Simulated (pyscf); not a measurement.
H₂N–Si:–F [singlet] -> HN=Si: [singlet] + HF, an elimination (singlet surface; H–N, F–Si broken, F–H formed). PySCF, gas phase, ωB97X-D3(BJ)/def2-SVP geometries. Correlated levels are frozen-core, on RHF or UHF. ΔMP2 is the change of the MP2 total energy from the triple- to the quadruple-zeta basis. Energies in kcal/mol from the reactant's lowest minimum found.

Small-basis levels: PySCF, no dispersion term, spherical d functions. 

In single points B3LYP/6-31G* puts the saddle at 59.7 kcal/mol and the reaction energy at +65.3 kcal/mol. Should these be trusted to within a few kcal/mol? Compare with CCSD(T)/def2-TZVPP + ΔMP2(QZVPP).

CCSD(T)/def2-TZVPP + ΔMP2(QZVPP) gives ΔE‡ = 59.1 kcal/mol and ΔE = +55.8 kcal/mol. B3LYP/6-31G* lies 0.6 kcal/mol over it in the barrier and 9.5 kcal/mol over it in the reaction energy, so on this step it does not hold to within 3.0 kcal/mol. At B3LYP/6-31G* this geometry lies under one side, so its ΔE‡ may be no barrier of that level. CCSD(T)/def2-TZVPP + ΔMP2(QZVPP) has limits of its own. On the product side the descent ends in a complex, 7.0 kcal/mol under the separated species and 5.2 kcal/mol under the saddle at ωB97X-D3(BJ)/def2-TZVP. One saddle was located; it need not be the lowest between these sides. The CCSD(T) − MP2 part came from Ansatz, without density fitting, on the same reference.
